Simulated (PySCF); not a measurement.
**Frontier orbitals and the lowest excitations**

Compound: C₄H₆O.
Cartesian coordinates in Å at the GFN2-xTB level; atoms count from 1:
```
atom  x, y, z in Å
C1     1.161   -0.850    2.068
C2     1.191   -0.227    1.045
O3     1.223    0.436   -0.073
C4     0.219    0.099   -1.024
C5    -1.177    0.485   -0.553
H6     1.189   -1.353    2.985
H7     0.261   -0.977   -1.242
H8     0.493    0.657   -1.923
H9    -1.424   -0.053    0.361
H10   -1.906    0.234   -1.319
H11   -1.226    1.553   -0.353
```

Computed, not measured: TDDFT CAM-B3LYP/def2-SVPD, vertical, gas phase, core orbitals frozen in the response (PySCF).

Frontier orbitals with the atoms that hold most of them (Löwdin shares over 4%, at most four atoms; ? is withheld):

```json
{"orbital": "HOMO-3", "ε (eV)": "-11.85", "atoms": "C4 25%, C5 23%, O3 18%, C2 11%"}
{"orbital": "HOMO-2", "ε (eV)": "-11.51", "atoms": "C4 24%, C5 19%, H7 13%, O3 13%"}
{"orbital": "HOMO-1", "ε (eV)": "-9.13", "atoms": "C1 40%, C2 36%, O3 14%, H6 4%"}
{"orbital": "HOMO", "ε (eV)": "-8.44", "atoms": "?"}
{"orbital": "LUMO", "ε (eV)": "?", "atoms": "?"}
{"orbital": "LUMO+1", "ε (eV)": "1.99", "atoms": "C1 34%, H6 13%, H8 12%, O3 10%"}
{"orbital": "LUMO+2", "ε (eV)": "2.09", "atoms": "C5 19%, O3 16%, H10 12%, H11 12%"}
```

Q: Give the leading atoms of the LUMO.

A: C5 (bonded to C and 3 H) 20%; C4 (bonded to C, O and 2 H) 18%; C1 (bonded to C and H) 11%; C2 (bonded to C and O) 10%.

Q: Which atoms hold the HOMO, and with what shares?

A: C1 (bonded to C and H) 38%; C2 (bonded to C and O) 28%; O3 (bonded to 2 C) 24%; H6 (bonded to C) 4%. By element: carbon 66% or more, oxygen 24%, hydrogen 4% or more.

Q: What is the LUMO energy, and the HOMO–LUMO gap?

A: ε(LUMO) = 1.26 eV; the gap is 9.71 eV (0.3567 hartree).

Q: How does S1 compare with the orbital gap of 9.71 eV?

A: S1 is at 6.37 eV (f = 0.0004), 3.33 eV below the gap, made of HOMO→LUMO+4 (49%), HOMO→LUMO+1 (21%), HOMO→LUMO+5 (12%). 

Next come S2 at 6.70 eV (f 0.033), HOMO→LUMO (73%), HOMO→LUMO+1 (13%); S3 at 7.09 eV (f 0.0037), HOMO-1→LUMO+4 (24%), HOMO→LUMO+5 (20%), HOMO→LUMO+6 (20%); S4 at 7.36 eV (f 0.035), HOMO-1→LUMO (60%), HOMO-1→LUMO+5 (14%), HOMO-1→LUMO+1 (13%); S5 at 7.56 eV (f 0.011), HOMO-1→LUMO+6 (34%), HOMO-1→LUMO+5 (29%), HOMO-1→LUMO (9%).

One conformer stands for the species.
